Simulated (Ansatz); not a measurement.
**Worked example: the barrier**

An elementary step of SiNH$_{3}$, closed shell (SiNH₃ ([NH2][SiH]) → SiNH₃ ([NH][SiH2]); bonds formed: H1–Si3; bonds broken: H1–N2). “Start” is the structure reached by relaxing down from the saddle towards the reactants; PBE0-D4/def2-TZVP structures. The saddle:

H1  (-0.687, -1.062, -0.468)
N2  (0.358, -0.583, 0.639)
Si3  (0.234, 0.131, -0.861)
H4  (-0.139, 1.608, -0.839)
H5  (0.234, -0.094, 1.530)
(Å)

Program: Ansatz 0.2.0. Basis: def2-TZVPP and def2-QZVPP. Cores are frozen in the correlated methods.

Energies in eV:

| quantity | saddle | start |
| --- | --- | --- |
| Hartree–Fock, triple zeta (X = 3) | -9388.16076 | -9391.90035 |
| Hartree–Fock, quadruple zeta (X = 4) | -9388.49109 | -9392.21935 |
| MP2 correlation, X = 3 | -9.53137 | -8.80944 |
| MP2 correlation, X = 4 | -10.16812 | -9.44552 |
| CCSD(T) correlation, X = 3 | -10.67245 | -9.88575 |

Q: Work out the barrier at the basis limit: extrapolate Hartree–Fock as E(X) = E∞ + A exp(−7.88 √X) and the MP2 correlation as E(X) = E∞ + B X^−2.97 (the exponents that Neese and Valeev fitted for def2-TZVPP and QZVPP), then add CCSD(T) − MP2 in triple zeta.

A: Each step is linear, so take the differences first (saddle − start): Hartree–Fock 3.73959 (X = 3) and 3.72826 (X = 4); MP2 correlation -0.72193 and -0.72260; CCSD(T) correlation -0.78670.
Two points give E∞ = E(4) + w [E(4) − E(3)], with w = 1/(exp(7.88 (2 − √3)) − 1) = 0.1377 for Hartree–Fock and w = 1/((4/3)^2.97 − 1) = 0.7407 for the correlation.
Hartree–Fock: 3.72826 + 0.1377 × (-0.01133) = 3.7267 eV.
MP2 correlation: -0.72260 + 0.7407 × (-0.00067) = -0.7231 eV.
CCSD(T) − MP2: -0.78670 − (-0.72193) = -0.0648 eV.
Sum: 3.7267 + (-0.7231) + (-0.0648) = 2.9388 eV, or 67.77 kcal/mol. Plain CCSD(T) in triple zeta gives 2.9529 eV, so the larger basis shifts the result by -0.0141 eV.

The T1 diagnostic stays at or below 0.028. The T1 diagnostic is large here, which may signal multireference character or strong orbital relaxation, so CCSD(T) is less sure. The restricted Hartree–Fock reference is unstable towards an unrestricted one at one or more of these structures.

Labels in which every atom is bracketed show which atoms are joined, not bond orders.

For scale, one of the runs: CCSD(T)/def2-TZVPP, 115 basis functions (an equivalent command: `ansatz run in.yaml --threads 2`). Hardware: 2 CPU threads, shared host. Wall time about 3.5 s.
